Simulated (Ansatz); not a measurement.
Input file:

```yaml
crystal:
  periodic: [false, false, false]
  atoms:
    - {symbol: Si, position_ang: [0.000000, 0.000000, 6.500580]}
    - {symbol: Mg, position_ang: [0.000000, 0.000000, -2.395420]}
    - {symbol: H, position_ang: [0.000000, 0.000000, -4.105160]}
basis:
  gaussian: {orbitals: STO-3G}
magnetization: {spin_polarized: false, initial_magnetization: 1}
hamiltonian: {xc: {name: PBE0}}
correlation: {method: ccsdt, electrons: valence}
scf: {omitted_lower_state_checks: [cluster_reference]}
```

```sh
$ ansatz run in.yaml --threads 1 --pin off --events-out ev --progress --plain --max-ram 2393MiB
```

The program prints:

```
these checks for a lower state are left out or cut short: cluster_reference
270 factors; integrals over basis functions are off by at most 1.7e-7 eV
mean field evaluation 1: about -13152.4056 eV, gradient 2.1e1 eV
mean field evaluation 2: about -13152.4177 eV, gradient 2.1e1 eV
mean field evaluation 4: about -13153.6497 eV, gradient 1.1e1 eV
mean field evaluation 8: about -13153.6498 eV, gradient 1.1e1 eV
mean field evaluation 16: about -13161.0203 eV, gradient 6.7e-3 eV
mean field evaluation 32: about -13152.4056 eV, gradient 2.1e1 eV
mean field evaluation 64: about -13161.3511 eV, gradient 8.5e-7 eV
mean field evaluation 96: about -13161.3227 eV, gradient 5.9e-1 eV
mean field evaluation 128: about -13161.3511 eV, gradient 1.3e-9 eV
mean field -13161.35111235 eV, -483.6707322948 hartree, gradient 1.3e-9 eV, S^2 0.750000; 8 other end points of the search recorded, 0 dependent functions left out
6 core orbitals not correlated: weight in the atoms' cores, before any rotation towards them, 1.000 or more for the frozen orbitals, at most 0.000 for the correlated occupied ones
reference -13141.51767741 eV, -482.9418670042 hartree; 8, 7 occupied and 5, 6 virtual orbitals, 270 factors
second order -1.36542337 eV of doubles, -0.15066282 eV of singles
cycle   1  -1.77602502 eV  change   -2.6e-1 eV  update   6.7e-2
cycle   2  -2.03757706 eV  change   -2.6e-1 eV  update   3.9e-2
cycle   3  -2.06419123 eV  change   -2.7e-2 eV  update   2.7e-2
cycle   4  -2.12958773 eV  change   -6.5e-2 eV  update   2.4e-2
cycle   5  -2.23285959 eV  change   -1.0e-1 eV  update   2.0e-2
cycle   6  -2.24048390 eV  change   -7.6e-3 eV  update   1.0e-2
cycle   7  -2.27003739 eV  change   -3.0e-2 eV  update   3.3e-3
cycle   8  -2.25655630 eV  change    1.3e-2 eV  update   1.6e-3
cycle   9  -2.26119889 eV  change   -4.6e-3 eV  update   5.4e-4
cycle  10  -2.25976511 eV  change    1.4e-3 eV  update   1.5e-4
cycle  11  -2.26018947 eV  change   -4.2e-4 eV  update   6.3e-5
cycle  12  -2.26019526 eV  change   -5.8e-6 eV  update   4.4e-6
cycle  13  -2.26019350 eV  change    1.8e-6 eV  update   1.3e-6
cycle  14  -2.26019245 eV  change    1.0e-6 eV  update   6.6e-7
cycle  15  -2.26019194 eV  change    5.1e-7 eV  update   4.0e-7
WARN: in the space of 9 natural orbitals, full CI finds another state of this spin 1.584 eV below this run's state, or below the method's energy where it doesn't find this run's state
Total energy: -13143.77786935 eV, -483.0249275261 hartree
Checks for a lower state left out: cluster_reference
```

The program found a lower state of this spin, so this energy isn't the lowest state's.

Ran on 1 thread of INTEL XEON PLATINUM 8581C, shared host: 4.2 s wall, 0.2 GiB peak host memory.
